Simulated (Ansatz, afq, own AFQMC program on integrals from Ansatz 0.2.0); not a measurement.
Two steps: Ansatz 0.2.0 writes the Fock matrix and Cholesky factors of the valence space, and afq projects on them the lowest state that overlaps trial and start.

```yaml
crystal:
  periodic: [false, false, false]
  atoms:
    - {symbol: N, position_ang: [-1.110462, -0.019092, -0.029716]}
    - {symbol: H, position_ang: [-1.407741, 0.948742, -0.029716]}
    - {symbol: H, position_ang: [-1.407741, -0.421390, 0.850543]}
    - {symbol: H, position_ang: [-0.098001, -0.019092, -0.029716]}
    - {symbol: B, position_ang: [1.361538, -0.019092, -0.029716]}
    - {symbol: H, position_ang: [1.870612, -0.019092, 1.047292]}
    - {symbol: H, position_ang: [1.870611, -0.019092, -1.106725]}
basis:
  gaussian: {orbitals: cc-pVDZ}
magnetization: {spin_polarized: true, initial_magnetization: 1}
correlation: {method: ccsd_t, electrons: outside_noble_gas, hamiltonian_folder: ham}
```

```sh
$ ansatz run in.yaml --threads 1 --pin off --events-out ev --progress --plain --max-ram 16896MiB --backend cuda --devices 0, --max-vram 18GiB
```

Options of the walk:

```
--method phaseless --trial cisd --walkers 4000 --populations 20 --least-time 60 --time-step 0.005 --steps-per-block 50 --equilibration-blocks 28 --max-blocks 4000 --target-error 0.00021 --factor-cut 1e-05 --start spin_pure --seed 1604 --release-times 0.24,0.51,0.99,1.62,2.4 --release-step 0.03 --release-every 3 --taylor-order 6
```

Times are imaginary, in 1/Eh. The walk had a cap of 171 s. With eight or more populations the least sampling time is a fifth of least-time, and the error comes from their spread.

Output of the walk:

```
orbitals 51  electrons 7 6  factors 406 of 480
reference energy -81.90119886 Eh
CCSD correlation -0.30105525 Eh in 16 cycles, weight of the determinant in the CISD state 0.8874
energy of the start -82.201792 Eh
 block  time / (1/Eh)  mean weight  energy / Eh
     1     0.250  0.9997  -82.197738
     2     0.500  0.9996  -82.200546
     3     0.750  1.0000  -82.203506
     4     1.000  0.9999  -82.205305
     5     1.250  0.9998  -82.206588
    12     3.000  1.0000  -82.209845
    19     4.750  0.9998  -82.209128
    26     6.500  1.0001  -82.210848
    33     8.250  1.0000  -82.210121
    40    10.000  1.0002  -82.210258
    46    11.500  1.0004  -82.208291
    47    11.750  0.9999  -82.209360
    54    13.500  0.9999  -82.209059
    61    15.250  1.0001  -82.209740
    68    17.000  0.9998  -82.210555
    75    18.750  1.0000  -82.210188
    78    19.500  1.0000  -82.210025
error from the spread of 20 populations
released: time / (1/Eh)  energy / Eh  error  mean overlap
  0.24  -82.209868  0.000117  0.9970
  0.51  -82.209946  0.000125  0.9964
  0.99  -82.209986  0.000091  0.9923
  1.62  -82.209957  0.000120  0.9947
  2.40  -82.209869  0.000154  0.9956
energy -82.209727 +/- 0.000132 Eh
(rows thinned)
```

The run passed its tests (sampling time, drift between the halves within three errors, error under three times the target), which doesn't prove that it has relaxed.

Against this walk (error 3.6 meV) on the same determinant: CCSD(T) 27.3 meV higher, CCSDT(Q) 6.5 meV lower (within the noise). The error is statistical and leaves out the bias of the constraint. Released to 2.40 1/Eh the energy moves by -4 ± 6 meV (both errors), within twice the noise.

Cautions: constraint bias not in the error.

The walk took 56 s on 1 × NVIDIA H100 80GB HBM3 with 2 threads of AMD EPYC 7R13 Processor (Zen 3) (shared host) (the card was shared). The log's last line is the phaseless energy.

CCSDT and higher add their correlation energy to the determinant of the CCSD(T) run, since their own runs factorise the integrals more tightly (a shift of under 2 meV).
